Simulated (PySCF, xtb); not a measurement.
CH2, SMILES [CH2] (connectivity only; charge and spin as stated), neutral, multiplicity 1.

xtb 6.7.1 with GFN2-xTB at its own geometry gives an orbital gap of 0.95 eV and a dipole moment of 1.76 D.

Coordinates come from a B3LYP-D3(BJ)/def2-TZVPD optimisation. The isomer is the one that the SMILES or the coordinates give; other isomers of the formula were not compared.

What does PBE/def2-TZVPD (PySCF) give? (Estimate from the structure and the level; the computed values follow.)

gap 0.93 eV (levels -5.95 and -5.02 eV), dipole 1.73 D.
